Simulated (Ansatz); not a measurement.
Coupled-cluster diagnostics for B3⁻, Ansatz.

Geometry of the singlet (PBE-D4/def2-TZVPD):

```xyz
3

B    -0.183    0.335    0.809
B     0.287    0.540   -0.653
B    -0.104   -0.875   -0.156
```

Correlated methods freeze 3 core orbitals. The structure comes from a short search, and lower isomers may exist.

Geometry of the charge -1 triplet (PBE-D4/def2-TZVPD):

```xyz
3

B    -0.865   -0.017   -0.431
B     0.212    0.729    0.399
B     0.653   -0.712    0.032
```

Geometry of the charge -1 quintet (PBE-D4/def2-TZVPD):

Cartesian coordinates in Å:
```
B -0.9029 0.3827 0.0830
B 0.1526 -0.9502 0.2058
B 0.7503 0.5675 -0.2889
```

(1) Estimate the CCSD(T) correlation energy, the shares of MP2 and (T), T1 and the reference's ⟨S²⟩ for: charge -1, singlet, own geometry in def2-TZVPPD; charge -1, triplet, own geometry in def2-TZVPPD; charge -1, quintet, own geometry in def2-TZVPPD; charge 0, doublet, vertical in def2-TZVPPD; and the rough time on 4 threads of AMD EPYC 7R43 on a shared host.

Results:

(1) 
| state | basis | correlation (eV) | MP2 share (%) | (T) share (%) | T1 | ⟨S²⟩ (pure) | wall time | remarks |
| --- | --- | --- | --- | --- | --- | --- | --- | --- |
| charge -1, singlet, own geometry | def2-TZVPPD | -9.948 | 91.6 | 8.9 | 0.026 | 0.00 (0.00) | 2 s | large T1, restricted SCF unstable |
| charge -1, triplet, own geometry | def2-TZVPPD | -8.368 | 82.3 | 8.2 | 0.068 | 2.29 (2.00) | 3.9 s | large T1, spin-contaminated |
| charge -1, quintet, own geometry | def2-TZVPPD | -7.423 | 82.9 | 7.1 | 0.039 | 6.02 (6.00) | 3.6 s | – |
| charge 0, doublet, vertical | def2-TZVPPD | -8.168 | 74.7 | 8.5 | 0.106 | 1.53 (0.75) | 4.2 s | large T1, spin-contaminated |
Customary marks for T1 are 0.02 (closed shells), 0.045 (open shells) and about 0.05 (3d metals). T1 exceeds 0.02 in 4 of 4 rows and 0.045 in 2; the higher it lies, the less the single-reference result can be trusted.
